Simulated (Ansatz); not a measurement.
This geometry of BH5N2 (8 atoms, charge 0, multiplicity 1) is a first-order saddle point.

All numbers below come from Ansatz, RKS r2SCANh/def2-SVPD.

```xyz
8
Properties=species:S:1:pos:R:3
N -0.918 0.584 -0.655
B 0.097 0.305 0.257
N 0.743 -1.018 0.199
H -1.205 -0.103 -1.339
H -1.418 1.458 -0.694
H 0.391 1.178 1.049
H 1.745 -0.942 0.045
H 0.657 -1.518 1.081
```

Problem. Which two structures does it join? (They come from a converged band through this point; their orientation in space is the band's.)

Solution. No bond is made or broken. The height of N1 over the plane of its neighbours goes from 0.00 to 0.00 Å. The two ends are copies of one structure, up to a mirror image or an exchange of like atoms.

First end point:

```xyz
8
Properties=species:S:1:pos:R:3
N -0.972 0.515 -0.580
B 0.196 0.393 0.206
N 0.851 -0.843 0.400
H -1.419 -0.255 -1.054
H -1.437 1.396 -0.718
H 0.649 1.380 0.731
H 1.682 -0.929 0.960
H 0.543 -1.716 0.000
```

Last end point:

```xyz
8
Properties=species:S:1:pos:R:3
N -0.972 0.516 -0.580
B 0.196 0.394 0.206
N 0.851 -0.843 0.400
H -1.419 -0.255 -1.053
H -1.437 1.396 -0.718
H 0.649 1.381 0.731
H 0.541 -1.716 0.001
H 1.682 -0.929 0.959
```

Problem. How far does it lie above each of them?

Solution. 15.1 kcal/mol above the first and 15.1 kcal/mol above the second. This is the barrier of this one path; another mechanism may lie lower.

Run time: 96 s on 2 threads of Arm Neoverse V1, with other jobs on the host, peak memory 0.18 GiB.
